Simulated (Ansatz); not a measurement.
Start from `CCN` and change one atom or group to get `CC(N)F`.

Ansatz, PBE0-D4/def2-TZVP geometries, multiplicity 1. Each molecule was computed in one conformer, which needn't be the lowest.

```tsv
property	`CCN`
size of the dipole moment (PBE/def2-TZVPP) / D	1.21
size of the dipole moment (B3LYP/def2-TZVPP) / D	1.27
HOMO–LUMO gap (PBE/def2-TZVPP) / eV	5.61
LUMO energy (PBE0/def2-TZVPP) / eV	1.09
HOMO–LUMO gap (PBE0/def2-TZVPP) / eV	7.91
HOMO–LUMO gap (ωB97M-V/def2-TZVPP) / eV	11.73
```

Task: Give the same properties after the change, and the shifts. (Estimate.)

Result: Computed: 
```
                                        property  `CC(N)F`  shift
  size of the dipole moment (PBE/def2-TZVPP) / D      1.02  -0.19
size of the dipole moment (B3LYP/def2-TZVPP) / D      1.07  -0.20
             HOMO–LUMO gap (PBE/def2-TZVPP) / eV      6.63   1.02
              LUMO energy (PBE0/def2-TZVPP) / eV      1.20   0.11
            HOMO–LUMO gap (PBE0/def2-TZVPP) / eV      9.02   1.11
         HOMO–LUMO gap (ωB97M-V/def2-TZVPP) / eV     12.85   1.12
```

With PBE0 the HOMO falls by 1.01 eV and the LUMO rises by 0.11 eV, so the gap widens by about 1.12 eV. PBE moves the HOMO by -0.93 eV and ωB97M-V by -1.04 eV. Dipoles are sizes alone; their direction can turn.

B3LYP here is the variant with VWN-RPA as its local correlation; programs differ in this.
